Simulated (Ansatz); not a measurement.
# CHAlO+ (doublet): the correlation ladder, cc-pVDZ

The task here is to estimate one member of a computed series from the others.

Method: cc-pVDZ, core rule «outside noble gas», up to 7 orbitals frozen; program: Ansatz 0.2.0, Gaussian basis.

Plan: UHF; CCSD(T) on ROHF; CCSD(T) on UHF; BCCD(T) on ROHF; CISD; CCSDT(Q) on ROHF; CCSDT(Q) on UHF; CASSCF and MRCISD+Q, 9 electrons in 9 orbitals; CASSCF and NEVPT2, 9 electrons in 9 orbitals.

17 further runs of the same task are left out: 7 that didn't finish, 10 set aside as unsound or not needed.

## What is computed

The geometry is a PBE0/def2-TZVP stationary point (not a proven minimum) of the parent state, kept for this charge and spin.

4 atoms, charge 1, spin multiplicity 2.

Atoms are counted from 1 here; the program's logs count them from 0.

Bond lengths: Al1–C2 2.203 Å, Al1–H4 1.641 Å, C2–O3 1.130 Å. Angles: C2–Al1–H4 84.1°, Al1–C2–O3 160.0°.

Set-up of the first run:

File in.yaml:

```yaml
crystal:
  periodic: [false, false, false]
  atoms:
    - {symbol: Al, position_ang: [0.000000, -0.113080, 1.406118]}
    - {symbol: C, position_ang: [0.000000, 0.189159, -0.775794]}
    - {symbol: O, position_ang: [0.000000, -0.047504, -1.881062]}
    - {symbol: H, position_ang: [0.000000, 1.527034, 1.462841]}
basis:
  gaussian: {orbitals: cc-pVDZ}
total_charge: 1
magnetization: {spin_polarized: true, initial_magnetization: 1}
hamiltonian: {xc: hf}
output: {orbitals: {seedname: orbitals}}
```

Command:

```
$ ansatz run in.yaml --threads 1 --pin off --events-out ev --progress --plain --max-ram 2393MiB
```

Steps of the session up to this table: UHF; CCSD(T) on ROHF; CCSD(T) on UHF; BCCD(T) on ROHF; CISD; CCSDT(Q) on ROHF; CCSDT(Q) on UHF; CASSCF and MRCISD+Q, 9 electrons in 9 orbitals; CASSCF and NEVPT2, 9 electrons in 9 orbitals.

One table of the session follows, with a row left open; its other results are not shown here.

```
           method  from UCCSDT(Q) (kJ/mol)
             ROHF                   +960.0
              UHF                   +955.0
             RMP2                    +82.4
             UMP2                    +81.0
             CISD                   +125.4
            RCCSD                        ?
            UCCSD                    +40.7
         RCCSD(T)                     +5.9
         UCCSD(T)                     +5.8
          BCCD(T)                     +5.7
           RCCSDT                     +3.8
           UCCSDT                     +3.8
        RCCSDT(Q)                     +0.5
        UCCSDT(Q)                        0
  CASSCF frontier                   +563.9
  NEVPT2 frontier                   +130.6
  MRCISD frontier                    +43.2
MRCISD+Q frontier                     +5.8
```

Q: Estimate the row for RCCSD from the others.

**Answer.** from UCCSDT(Q) (kJ/mol): +41.1. In the column «from UCCSDT(Q) (kJ/mol)» it lies between UCCSD (+40.7) and MRCISD frontier (+43.2).

To keep in mind: Restricted and unrestricted rows rest on different reference determinants; where their highest levels disagree by more than a few hundredths of an eV, they describe different states and don't form one ladder.
